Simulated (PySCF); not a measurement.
# LiH₂S+, an ion with solvent molecules: interaction energy, part 2 of 3

PySCF 2.14.0. Atoms count from 0, parts from 1. The steps go on from the part before.

## 5. Coupled-cluster interaction energy: CCSD(T) and MP2, 2.64 Å

The job: settings as JSON, then the geometry in Å.

```
{"job": {"kind": "intercc", "basis": "aug-cc-pVDZ", "basis_mid": "aug-cc-pVTZ", "basis_large": "aug-cc-pVQZ"}, "charge": 1, "multiplicity": 1, "parts": [{"atoms": "0-0", "charge": 1, "multiplicity": 1}, {"atoms": "1-3", "charge": 0, "multiplicity": 1}]}
Li     0.086282    -0.200467    -0.108838
S      0.648950     1.749143    -1.792456
H      0.559236     1.079741    -2.957768
H     -0.573360     2.298312    -1.926728
```

With the program's defaults for keys left out, this is: CCSD(T)/aug-cc-pVDZ and MP2/aug-cc-pVTZ, aug-cc-pVQZ counterpoise interaction energy, frozen core, gas phase.

The log of the run:

```text
part 1, own basis, geometry of the cluster: E = -7.2363810859 (as before)

part 2, own basis, geometry of the cluster: E = -398.7136811887 (as before)

part 1, own basis, relaxed alone: E = -7.2363810859 (as before)

part 2, own basis, relaxed alone: E = -398.7137498039 (as before)

cluster
final grid: 3944 points
cycle   1  E = -405.9835092633  dE = -1.894e-02  |g| = 5.732e-02  |ddm| = 9.961e-01
cycle   2  E = -405.9850410088  dE = -1.532e-03  |g| = 1.682e-02  |ddm| = 2.362e-01
cycle   3  E = -405.9852311050  dE = -1.901e-04  |g| = 6.328e-03  |ddm| = 6.346e-02
cycle   4  E = -405.9852710805  dE = -3.998e-05  |g| = 1.037e-03  |ddm| = 3.815e-02
cycle   5  E = -405.9852720158  dE = -9.353e-07  |g| = 2.156e-04  |ddm| = 3.891e-03
cycle   6  E = -405.9852720493  dE = -3.353e-08  |g| = 6.137e-05  |ddm| = 6.899e-04
cycle   7  E = -405.9852720519  dE = -2.627e-09  |g| = 1.402e-05  |ddm| = 1.886e-04
cycle   8  E = -405.9852720521  dE = -2.277e-10  |g| = 2.715e-06  |ddm| = 6.180e-05
converged SCF energy = -405.9852720521

part 1 in the basis of the cluster
final grid: 3944 points
cycle   1  E = -7.2363819813  dE = -8.996e-07  |g| = 1.650e-04  |ddm| = 1.463e-02
cycle   2  E = -7.2363819857  dE = -4.377e-09  |g| = 1.617e-05  |ddm| = 9.018e-04
cycle   3  E = -7.2363819857  dE = -4.544e-11  |g| = 8.119e-07  |ddm| = 9.166e-05
converged SCF energy = -7.2363819857

part 2 in the basis of the cluster
final grid: 3944 points
cycle   1  E = -398.7137586606  dE = -7.699e-05  |g| = 1.819e-03  |ddm| = 2.257e-01
cycle   2  E = -398.7137602156  dE = -1.555e-06  |g| = 3.015e-04  |ddm| = 3.311e-02
cycle   3  E = -398.7137602701  dE = -5.446e-08  |g| = 2.915e-05  |ddm| = 6.320e-03
cycle   4  E = -398.7137602708  dE = -6.735e-10  |g| = 6.590e-06  |ddm| = 2.624e-04
converged SCF energy = -398.7137602708

Interaction energy (kcal/mol)
  counterpoise      -21.392
  uncorrected       -21.708
  dispersion part     0.000
  deformation         0.071
  binding           -21.321

Decomposition of the uncorrected value (kcal/mol)
  electrostatic     -14.021
  Pauli               4.918
  orbital           -12.991
  dispersion          0.000
  correlation         0.386

Charge of each part in the cluster: 0.985 0.015
part 1, own basis, geometry of the cluster: E = -7.2363851836 (as before)

part 2, own basis, geometry of the cluster: E = -398.7179476622 (as before)

part 1, own basis, relaxed alone: E = -7.2363851836 (as before)

part 2, own basis, relaxed alone: E = -398.7180394564 (as before)

cluster
final grid: 3944 points
cycle   1  E = -405.9878117130  dE = -1.903e-02  |g| = 6.130e-02  |ddm| = 1.198e+00
cycle   2  E = -405.9893811200  dE = -1.569e-03  |g| = 1.873e-02  |ddm| = 2.576e-01
cycle   3  E = -405.9895741536  dE = -1.930e-04  |g| = 6.843e-03  |ddm| = 7.097e-02
cycle   4  E = -405.9896203753  dE = -4.622e-05  |g| = 1.113e-03  |ddm| = 4.560e-02
cycle   5  E = -405.9896214173  dE = -1.042e-06  |g| = 2.317e-04  |ddm| = 4.962e-03
cycle   6  E = -405.9896214561  dE = -3.887e-08  |g| = 6.915e-05  |ddm| = 9.978e-04
cycle   7  E = -405.9896214591  dE = -2.990e-09  |g| = 1.579e-05  |ddm| = 2.597e-04
cycle   8  E = -405.9896214594  dE = -2.784e-10  |g| = 3.159e-06  |ddm| = 7.357e-05
converged SCF energy = -405.9896214594

part 1 in the basis of the cluster
final grid: 3944 points
cycle   1  E = -7.2363854596  dE = -2.802e-07  |g| = 8.085e-05  |ddm| = 2.028e-02
cycle   2  E = -7.2363854603  dE = -7.672e-10  |g| = 5.499e-06  |ddm| = 8.759e-04
converged SCF energy = -7.2363854603

part 2 in the basis of the cluster
final grid: 3944 points
cycle   1  E = -398.7179705738  dE = -2.179e-05  |g| = 9.144e-04  |ddm| = 2.498e-01
cycle   2  E = -398.7179709756  dE = -4.018e-07  |g| = 1.411e-04  |ddm| = 2.884e-02
cycle   3  E = -398.7179709887  dE = -1.309e-08  |g| = 1.330e-05  |ddm| = 4.745e-03
cycle   4  E = -398.7179709888  dE = -1.510e-10  |g| = 2.311e-06  |ddm| = 2.877e-04
converged SCF energy = -398.7179709888

Interaction energy (kcal/mol)
  counterpoise      -21.568
  uncorrected       -21.747
  dispersion part     0.000
  deformation         0.084
  binding           -21.484

Decomposition of the uncorrected value (kcal/mol)
  electrostatic     -13.849
  Pauli               4.786
  orbital           -13.080
  dispersion          0.000
  correlation         0.397

Charge of each part in the cluster: 0.984 0.016
part 1 in the basis of the cluster: E(HF) = -7.236122620  E2 = 0.000000000  E(CCSD corr) = 0.000000000  (T) = 0.000000000
part 2 in the basis of the cluster: E(HF) = -398.698396694  E2 = -0.155792602  E(CCSD corr) = -0.178499255  (T) = -0.004944508
cluster: E(HF) = -405.969164577  E2 = -0.154731959  E(CCSD corr) = -0.177270235  (T) = -0.004867169

Counterpoise interaction energy (kcal/mol)
  hf_small                 -21.740
  mp2_small                -21.075
  ccsd_small               -20.969
  ccsdt_small              -20.921
  hf_large                 -22.129
  mp2_large                -21.568
  hf_middle                -22.044
  mp2_middle               -21.392
  scs_mp2_large            -21.632
  mp2_limit                -21.634
  ccsdt_less_mp2             0.154
  ccsdt_limit_estimate     -21.480
  bsse_mp2_large             0.179
```

Run time: 8.4 s. Hardware: 1 thread of Arm Neoverse V2, shared host; peak memory 0.42 GiB.

Contacts at this geometry (a selection, picked against the atoms' radii; other short pairs can be missing):

| atoms | distance (Å) | kind (by distance and angle) | angle (°) |
| --- | --- | --- | --- |
| Li0···S1 | 2.64 | coordination | – |

| method | interaction energy (kcal/mol) | from CCSD(T), limit estimate (kcal/mol) |
| --- | --- | --- |
| HF/aug-cc-pVDZ | -21.74 | -0.26 |
| MP2/aug-cc-pVDZ | -21.07 | +0.41 |
| CCSD/aug-cc-pVDZ | -20.97 | +0.51 |
| CCSD(T)/aug-cc-pVDZ | -20.92 | +0.56 |
| HF/aug-cc-pVQZ | -22.13 | -0.65 |
| MP2/aug-cc-pVQZ | -21.57 | -0.09 |
| SCS-MP2/aug-cc-pVQZ | -21.63 | -0.15 |
| MP2, extrapolated | -21.63 | -0.15 |
| CCSD(T), limit estimate | -21.48 | 0 |

These energies keep the parts at their geometry in the cluster; deforming them to it costs 0.08 kcal/mol (MP2).

## 6. Coupled-cluster interaction energy: CCSD(T) and MP2, 2.28 Å

Settings changed since step 5:

```diff
@@ -2,4 +2,4 @@
 Li     0.086282    -0.200467    -0.108838
-S      0.648950     1.749143    -1.792456
-H      0.559236     1.079741    -2.957768
-H     -0.573360     2.298312    -1.926728
+S      0.572222     1.483287    -1.562872
+H      0.482508     0.813885    -2.728184
+H     -0.650088     2.032456    -1.697144
```

Level: CCSD(T)/aug-cc-pVDZ and MP2/aug-cc-pVTZ, aug-cc-pVQZ counterpoise interaction energy, frozen core, gas phase.

The log of the run:

```text
part 1, own basis, geometry of the cluster: E = -7.2363810859 (as before)

part 2, own basis, geometry of the cluster: E = -398.7136811887 (as before)

part 1, own basis, relaxed alone: E = -7.2363810859 (as before)

part 2, own basis, relaxed alone: E = -398.7137498039 (as before)

cluster
final grid: 3944 points
cycle   1  E = -405.9833117653  dE = -2.697e-02  |g| = 7.070e-02  |ddm| = 1.624e+00
cycle   2  E = -405.9850502251  dE = -1.738e-03  |g| = 1.819e-02  |ddm| = 3.786e-01
cycle   3  E = -405.9852163293  dE = -1.661e-04  |g| = 6.208e-03  |ddm| = 8.252e-02
cycle   4  E = -405.9852471364  dE = -3.081e-05  |g| = 1.109e-03  |ddm| = 4.734e-02
cycle   5  E = -405.9852481370  dE = -1.001e-06  |g| = 2.851e-04  |ddm| = 3.727e-03
cycle   6  E = -405.9852482035  dE = -6.646e-08  |g| = 6.868e-05  |ddm| = 1.132e-03
cycle   7  E = -405.9852482070  dE = -3.495e-09  |g| = 1.461e-05  |ddm| = 2.767e-04
cycle   8  E = -405.9852482072  dE = -2.362e-10  |g| = 2.939e-06  |ddm| = 6.978e-05
converged SCF energy = -405.9852482072

part 1 in the basis of the cluster
final grid: 3944 points
cycle   1  E = -7.2363821178  dE = -1.038e-06  |g| = 1.606e-04  |ddm| = 2.069e-02
cycle   2  E = -7.2363821220  dE = -4.130e-09  |g| = 1.488e-05  |ddm| = 1.083e-03
cycle   3  E = -7.2363821220  dE = -3.917e-11  |g| = 8.456e-07  |ddm| = 8.709e-05
converged SCF energy = -7.2363821220

part 2 in the basis of the cluster
final grid: 3944 points
cycle   1  E = -398.7137681100  dE = -8.629e-05  |g| = 1.959e-03  |ddm| = 2.853e-01
cycle   2  E = -398.7137698016  dE = -1.692e-06  |g| = 3.190e-04  |ddm| = 4.175e-02
cycle   3  E = -398.7137698610  dE = -5.937e-08  |g| = 3.183e-05  |ddm| = 7.870e-03
cycle   4  E = -398.7137698618  dE = -7.948e-10  |g| = 7.843e-06  |ddm| = 3.336e-04
converged SCF energy = -398.7137698618

Interaction energy (kcal/mol)
  counterpoise      -21.097
  uncorrected       -21.507
  dispersion part     0.000
  deformation         0.071
  binding           -21.026

Decomposition of the uncorrected value (kcal/mol)
  electrostatic     -19.581
  Pauli              15.642
  orbital           -18.141
  dispersion          0.000
  correlation         0.572

Charge of each part in the cluster: 0.986 0.014
part 1, own basis, geometry of the cluster: E = -7.2363851836 (as before)

part 2, own basis, geometry of the cluster: E = -398.7179476622 (as before)

part 1, own basis, relaxed alone: E = -7.2363851836 (as before)

part 2, own basis, relaxed alone: E = -398.7180394564 (as before)

cluster
final grid: 3944 points
cycle   1  E = -405.9876696522  dE = -2.691e-02  |g| = 7.637e-02  |ddm| = 1.884e+00
cycle   2  E = -405.9894472808  dE = -1.778e-03  |g| = 2.063e-02  |ddm| = 4.043e-01
cycle   3  E = -405.9896192587  dE = -1.720e-04  |g| = 6.621e-03  |ddm| = 9.117e-02
cycle   4  E = -405.9896541863  dE = -3.493e-05  |g| = 1.178e-03  |ddm| = 5.316e-02
cycle   5  E = -405.9896552960  dE = -1.110e-06  |g| = 2.995e-04  |ddm| = 5.032e-03
cycle   6  E = -405.9896553692  dE = -7.317e-08  |g| = 7.817e-05  |ddm| = 1.569e-03
cycle   7  E = -405.9896553732  dE = -4.018e-09  |g| = 1.645e-05  |ddm| = 3.698e-04
cycle   8  E = -405.9896553735  dE = -2.839e-10  |g| = 3.429e-06  |ddm| = 8.709e-05
converged SCF energy = -405.9896553735

part 1 in the basis of the cluster
final grid: 3944 points
cycle   1  E = -7.2363855697  dE = -3.919e-07  |g| = 9.296e-05  |ddm| = 3.302e-02
cycle   2  E = -7.2363855707  dE = -1.005e-09  |g| = 6.095e-06  |ddm| = 1.397e-03
cycle   3  E = -7.2363855707  dE = -4.253e-12  |g| = 2.378e-07  |ddm| = 7.957e-05
converged SCF energy = -7.2363855707

part 2 in the basis of the cluster
final grid: 3944 points
cycle   1  E = -398.7179739293  dE = -2.481e-05  |g| = 9.715e-04  |ddm| = 2.791e-01
cycle   2  E = -398.7179743648  dE = -4.356e-07  |g| = 1.460e-04  |ddm| = 3.296e-02
cycle   3  E = -398.7179743786  dE = -1.380e-08  |g| = 1.383e-05  |ddm| = 5.409e-03
cycle   4  E = -398.7179743788  dE = -1.648e-10  |g| = 2.452e-06  |ddm| = 3.438e-04
converged SCF energy = -398.7179743788

Interaction energy (kcal/mol)
  counterpoise      -21.441
  uncorrected       -21.689
  dispersion part     0.000
  deformation         0.084
  binding           -21.358

Decomposition of the uncorrected value (kcal/mol)
  electrostatic     -19.408
  Pauli              15.375
  orbital           -18.131
  dispersion          0.000
  correlation         0.475

Charge of each part in the cluster: 0.985 0.015
part 1 in the basis of the cluster: E(HF) = -7.236123540  E2 = 0.000000000  E(CCSD corr) = 0.000000000  (T) = 0.000000000
part 2 in the basis of the cluster: E(HF) = -398.698375990  E2 = -0.155947673  E(CCSD corr) = -0.178667971  (T) = -0.004964614
cluster: E(HF) = -405.967787615  E2 = -0.154132334  E(CCSD corr) = -0.176628177  (T) = -0.004774371

Counterpoise interaction energy (kcal/mol)
  hf_small                 -20.889
  mp2_small                -19.749
  ccsd_small               -19.609
  ccsdt_small              -19.489
  hf_large                 -22.148
  mp2_large                -21.442
  hf_middle                -22.023
  mp2_middle               -21.097
  scs_mp2_large            -21.482
  mp2_limit                -21.602
  ccsdt_less_mp2             0.260
  ccsdt_limit_estimate     -21.342
  bsse_mp2_large             0.248
```

Wall time 8.2 s (1 thread of Arm Neoverse V2, shared host); peak memory 0.42 GiB.

Contacts at this geometry (a selection, picked against the atoms' radii; other short pairs can be missing):

| atoms | distance (Å) | kind (by distance and angle) | angle (°) |
| --- | --- | --- | --- |
| Li0···S1 | 2.28 | bonding distance | – |

| method | interaction energy (kcal/mol) | from CCSD(T), limit estimate (kcal/mol) |
| --- | --- | --- |
| HF/aug-cc-pVDZ | -20.89 | +0.45 |
| MP2/aug-cc-pVDZ | -19.75 | +1.59 |
| CCSD/aug-cc-pVDZ | -19.61 | +1.73 |
| CCSD(T)/aug-cc-pVDZ | -19.49 | +1.85 |
| HF/aug-cc-pVQZ | -22.15 | -0.81 |
| MP2/aug-cc-pVQZ | -21.44 | -0.10 |
| SCS-MP2/aug-cc-pVQZ | -21.48 | -0.14 |
| MP2, extrapolated | -21.60 | -0.26 |
| CCSD(T), limit estimate | -21.34 | 0 |

These energies keep the parts at their geometry in the cluster; deforming them to it costs 0.08 kcal/mol (MP2).

## 7. Coupled-cluster interaction energy: CCSD(T) and MP2, 3.00 Å

Settings changed since step 6:

```diff
@@ -2,4 +2,4 @@
 Li     0.086282    -0.200467    -0.108838
-S      0.572222     1.483287    -1.562872
-H      0.482508     0.813885    -2.728184
-H     -0.650088     2.032456    -1.697144
+S      0.725677     2.014999    -2.022041
+H      0.635963     1.345597    -3.187352
+H     -0.496633     2.564168    -2.156312
```

Method: CCSD(T)/aug-cc-pVDZ and MP2/aug-cc-pVTZ, aug-cc-pVQZ counterpoise interaction energy, frozen core, gas phase.

The log of the run:

```text
part 1, own basis, geometry of the cluster: E = -7.2363810859 (as before)

part 2, own basis, geometry of the cluster: E = -398.7136811887 (as before)

part 1, own basis, relaxed alone: E = -7.2363810859 (as before)

part 2, own basis, relaxed alone: E = -398.7137498039 (as before)

cluster
final grid: 3944 points
cycle   1  E = -405.9769722759  dE = -1.310e-02  |g| = 4.689e-02  |ddm| = 6.557e-01
cycle   2  E = -405.9782512303  dE = -1.279e-03  |g| = 1.507e-02  |ddm| = 1.718e-01
cycle   3  E = -405.9784396781  dE = -1.884e-04  |g| = 5.912e-03  |ddm| = 5.367e-02
cycle   4  E = -405.9784804216  dE = -4.074e-05  |g| = 9.057e-04  |ddm| = 3.399e-02
cycle   5  E = -405.9784811334  dE = -7.119e-07  |g| = 1.771e-04  |ddm| = 3.408e-03
cycle   6  E = -405.9784811539  dE = -2.046e-08  |g| = 5.339e-05  |ddm| = 4.985e-04
cycle   7  E = -405.9784811558  dE = -1.911e-09  |g| = 1.217e-05  |ddm| = 1.506e-04
cycle   8  E = -405.9784811560  dE = -1.766e-10  |g| = 2.431e-06  |ddm| = 4.930e-05
converged SCF energy = -405.9784811560

part 1 in the basis of the cluster
final grid: 3944 points
cycle   1  E = -7.2363818593  dE = -7.764e-07  |g| = 1.474e-04  |ddm| = 1.090e-02
cycle   2  E = -7.2363818628  dE = -3.483e-09  |g| = 1.359e-05  |ddm| = 7.781e-04
cycle   3  E = -7.2363818628  dE = -3.249e-11  |g| = 7.137e-07  |ddm| = 7.899e-05
converged SCF energy = -7.2363818628

part 2 in the basis of the cluster
final grid: 3944 points
cycle   1  E = -398.7137446073  dE = -6.307e-05  |g| = 1.630e-03  |ddm| = 1.886e-01
cycle   2  E = -398.7137459314  dE = -1.324e-06  |g| = 2.755e-04  |ddm| = 2.789e-02
cycle   3  E = -398.7137459781  dE = -4.678e-08  |g| = 2.553e-05  |ddm| = 5.374e-03
cycle   4  E = -398.7137459786  dE = -5.165e-10  |g| = 5.309e-06  |ddm| = 2.035e-04
converged SCF energy = -398.7137459786

Interaction energy (kcal/mol)
  counterpoise      -17.420
  uncorrected       -17.654
  dispersion part     0.000
  deformation         0.071
  binding           -17.349

Decomposition of the uncorrected value (kcal/mol)
  electrostatic     -10.170
  Pauli               1.503
  orbital            -9.166
  dispersion          0.000
  correlation         0.179

Charge of each part in the cluster: 0.987 0.013
part 1, own basis, geometry of the cluster: E = -7.2363851836 (as before)

part 2, own basis, geometry of the cluster: E = -398.7179476622 (as before)

part 1, own basis, relaxed alone: E = -7.2363851836 (as before)

part 2, own basis, relaxed alone: E = -398.7180394564 (as before)

cluster
final grid: 3944 points
cycle   1  E = -405.9812518297  dE = -1.326e-02  |g| = 4.988e-02  |ddm| = 8.061e-01
cycle   2  E = -405.9825644259  dE = -1.313e-03  |g| = 1.654e-02  |ddm| = 1.794e-01
cycle   3  E = -405.9827540272  dE = -1.896e-04  |g| = 6.428e-03  |ddm| = 5.875e-02
cycle   4  E = -405.9828016344  dE = -4.761e-05  |g| = 9.797e-04  |ddm| = 4.023e-02
cycle   5  E = -405.9828024361  dE = -8.018e-07  |g| = 1.924e-04  |ddm| = 4.242e-03
cycle   6  E = -405.9828024604  dE = -2.426e-08  |g| = 6.015e-05  |ddm| = 7.677e-04
cycle   7  E = -405.9828024626  dE = -2.182e-09  |g| = 1.376e-05  |ddm| = 2.096e-04
cycle   8  E = -405.9828024628  dE = -2.183e-10  |g| = 2.856e-06  |ddm| = 5.977e-05
converged SCF energy = -405.9828024628

part 1 in the basis of the cluster
final grid: 3944 points
cycle   1  E = -7.2363853982  dE = -2.175e-07  |g| = 6.444e-05  |ddm| = 1.029e-02
cycle   2  E = -7.2363853987  dE = -4.977e-10  |g| = 3.774e-06  |ddm| = 3.828e-04
converged SCF energy = -7.2363853987

part 2 in the basis of the cluster
final grid: 3944 points
cycle   1  E = -398.7179671507  dE = -1.867e-05  |g| = 8.459e-04  |ddm| = 2.198e-01
cycle   2  E = -398.7179675157  dE = -3.650e-07  |g| = 1.343e-04  |ddm| = 2.642e-02
cycle   3  E = -398.7179675279  dE = -1.217e-08  |g| = 1.248e-05  |ddm| = 4.541e-03
cycle   4  E = -398.7179675280  dE = -1.337e-10  |g| = 2.167e-06  |ddm| = 2.586e-04
converged SCF energy = -398.7179675280

Interaction energy (kcal/mol)
  counterpoise      -17.505
  uncorrected       -17.630
  dispersion part     0.000
  deformation         0.084
  binding           -17.421

Decomposition of the uncorrected value (kcal/mol)
  electrostatic     -10.068
  Pauli               1.495
  orbital            -9.291
  dispersion          0.000
  correlation         0.235

Charge of each part in the cluster: 0.987 0.013
part 1 in the basis of the cluster: E(HF) = -7.236122161  E2 = 0.000000000  E(CCSD corr) = 0.000000000  (T) = 0.000000000
part 2 in the basis of the cluster: E(HF) = -398.698313009  E2 = -0.155573805  E(CCSD corr) = -0.178275956  (T) = -0.004919035
cluster: E(HF) = -405.962872354  E2 = -0.155097370  E(CCSD corr) = -0.177612207  (T) = -0.004917450

Counterpoise interaction energy (kcal/mol)
  hf_small                 -17.845
  mp2_small                -17.546
  ccsd_small               -17.428
  ccsdt_small              -17.427
  hf_large                 -17.852
  mp2_large                -17.505
  hf_middle                -17.792
  mp2_middle               -17.420
  scs_mp2_large            -17.552
  mp2_limit                -17.524
  ccsdt_less_mp2             0.118
  ccsdt_limit_estimate     -17.405
  bsse_mp2_large             0.124
```

It took 8.2 s on 1 thread of Arm Neoverse V2, shared host; peak memory 0.42 GiB.

Contacts at this geometry (a selection, picked against the atoms' radii; other short pairs can be missing):

| atoms | distance (Å) | kind (by distance and angle) | angle (°) |
| --- | --- | --- | --- |
| Li0···S1 | 3.00 | coordination | – |

Differences are taken before rounding.

| method | interaction energy (kcal/mol) | from CCSD(T), limit estimate (kcal/mol) |
| --- | --- | --- |
| HF/aug-cc-pVDZ | -17.84 | -0.44 |
| MP2/aug-cc-pVDZ | -17.55 | -0.14 |
| CCSD/aug-cc-pVDZ | -17.43 | -0.02 |
| CCSD(T)/aug-cc-pVDZ | -17.43 | -0.02 |
| HF/aug-cc-pVQZ | -17.85 | -0.45 |
| MP2/aug-cc-pVQZ | -17.51 | -0.10 |
| SCS-MP2/aug-cc-pVQZ | -17.55 | -0.15 |
| MP2, extrapolated | -17.52 | -0.12 |
| CCSD(T), limit estimate | -17.41 | 0 |

These energies keep the parts at their geometry in the cluster; deforming them to it costs 0.08 kcal/mol (MP2).

(Part 2 of 3 ends here.)
